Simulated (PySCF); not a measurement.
A structure optimised at GFN2-xTB (Å):
```
atom  x, y, z in Å
C1    -1.7147    0.2154    0.1161
C2    -0.2600   -0.1092    0.0326
C3     0.7500    0.8703   -0.1711
C4     1.9970    0.3438   -0.2118
S5     1.9838   -1.3630   -0.0010
C6     0.2685   -1.3560    0.1405
H7    -2.3019   -0.6860    0.2709
H8    -2.0467    0.6981   -0.8024
H9    -1.9000    0.9014    0.9420
H10    0.5405    1.9194   -0.2820
H11    2.9317    0.8486   -0.3535
H12   -0.2469   -2.2834    0.2936
```

Charge 0, singlet.

**Question.** Read off the bonds between heavy atoms and their formal orders.

**Answer.** C1–C2 1.49 Å (single); C2–C3 1.42 Å (aromatic); C3–C4 1.35 Å (aromatic); C4–S5 1.72 Å (aromatic); S5–C6 1.72 Å (aromatic); C2–C6 1.36 Å (aromatic). Bonds to hydrogen (Å): C1–H7 1.09; C1–H8 1.09; C1–H9 1.09; C3–H10 1.08; C4–H11 1.07; C6–H12 1.07. The orders are those of one drawing; other resonance forms can be drawn.

**Question.** Give the structure as a SMILES string.

**Answer.** `Cc1ccsc1`, C5H6S.

**Question.** What is the point group of this geometry?

**Answer.** Cs (tolerance 0.08 Å).

**Question.** Which rings does it hold (smallest set)?

**Answer.** C2–C3–C4–S5–C6 (5 members, 0.00 Å rms from planarity).

**Question.** Describe the place of each heavy atom.

**Answer.** C1: benzylic-type carbon; C2: substituted aromatic carbon; C3: aromatic CH carbon; C4: aromatic CH next to a ring sulfur; S5: thiophene-type sulfur; C6: aromatic CH next to a ring sulfur.

**Question.** What is the arrangement about C4?

**Answer.** It has 3 neighbours (C3, S5, H11) and is planar (angles 128.6°, 119.4° and 112.0°, sum 360.0°, 0.00 Å off the plane of its three neighbours).

**Question.** What is the arrangement about C6?

**Answer.** It has 3 neighbours (S5, C2, H12) and is planar (angles 128.2°, 119.2° and 112.6°, sum 360.0°, 0.00 Å off the plane of its three neighbours).

All values are computed, not measured.
